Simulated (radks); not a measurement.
**C²⁺ in [He] 2s1 3s1: an all-electron calculation**

An exercise on one series of results from a longer session: the logs are not shown, and one member is left open.

Method: non-relativistic Kohn-Sham, PBEsol, spin-polarised, spherical densities, point nucleus; open shells are filled with parallel spins first. Code: radks (a radial shooting solver on a logarithmic mesh, Libxc functionals) version 1.

## Starting point

| Property | Result |
| --- | --- |
| element | carbon (Z = 6) |
| charge | +2 |
| electrons | 4 |
| configuration | [He] 2s1 3s1 |

The outer shells:

C²⁺
```
[He] core
2s [↑ ]
3s [↑ ]
```

The first run:

Input:

```text
Z 6
configuration [He] 2s1 3s1 2p0 4s0
relativity non-relativistic
functional pbe_sol,pbe_sol
spin polarised
nucleus point
```

Steps of the session up to this table: Self-consistent calculation.

One of the session's tables, all rows but one given; the rest of the session is left out.

It belongs to the step «Orbitals and density». From the orbitals of this run (lengths in bohr):

```
  level     <r>  outermost maximum (interpolated)  90 % within  nodes
  1s up  0.2702                             0.174        0.485      0
1s down  0.2701                             0.175        0.484      0
  2s up   1.290                              1.08         1.99      1
  2p up   1.217                             0.962         1.97      0
  3s up       ?                                 ?            ?      ?
```

**Question.** Estimate the row for 3s up.

**Answer.** <r>: 3.389; outermost maximum (interpolated): 3.18; 90 % within: 4.88; nodes: 2. In the column «<r>» it is the highest.
